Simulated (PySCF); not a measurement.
This PySCF input (PBE/aug-pcseg-2) gives -115.63438 Eh with 184 basis functions.

```python
import numpy as np, basis_set_exchange as bse
from pyscf import gto, scf, dft, df

basis = {'C': gto.basis.parse(bse.get_basis('aug-pcseg-2', elements=['C'], fmt='nwchem')), 'H': gto.basis.parse(bse.get_basis('aug-pcseg-2', elements=['H'], fmt='nwchem')), 'O': gto.basis.parse(bse.get_basis('aug-pcseg-2', elements=['O'], fmt='nwchem'))}
mol = gto.M(
    atom='''
    C    -0.05249934    0.66361634   -0.00082491
    O    -0.03987542   -0.75703536    0.00178984
    H    -1.09784462    0.96908472    0.00748358
    H     0.87401456   -1.05773522   -0.00540936
    H     0.43649641    1.08332517    0.88540014
    H     0.42133308    1.07991017   -0.89684359
    ''',
    basis=basis,
    charge=0,
    verbose=4,
    max_memory=8640,
)
mf = dft.RKS(mol, xc='pbe')
mf.grids.level = 3
mf = mf.density_fit(auxbasis=df.autoaux(mol))
mf.conv_tol = 1e-9
mf.max_cycle = 100
print('smallest overlap eigenvalue', np.linalg.eigvalsh(mol.intor('int1e_ovlp'))[0])
mf.kernel()
dip = mf.dip_moment()
```

Change:
```diff
- basis = {'C': gto.basis.parse(bse.get_basis('aug-pcseg-2', elements=['C'], fmt='nwchem')), 'H': gto.basis.parse(bse.get_basis('aug-pcseg-2', elements=['H'], fmt='nwchem')), 'O': gto.basis.parse(bse.get_basis('aug-pcseg-2', elements=['O'], fmt='nwchem'))}
+ basis = {'C': gto.basis.parse(bse.get_basis('cc-pVQZ', elements=['C'], fmt='nwchem')), 'H': gto.basis.parse(bse.get_basis('cc-pVQZ', elements=['H'], fmt='nwchem')), 'O': gto.basis.parse(bse.get_basis('cc-pVQZ', elements=['O'], fmt='nwchem'))}
```

### Question
What does the run give now?

### Answer
-115.63738 Eh (PBE/cc-pVQZ, 230 functions), a change of -3.00 mEh.
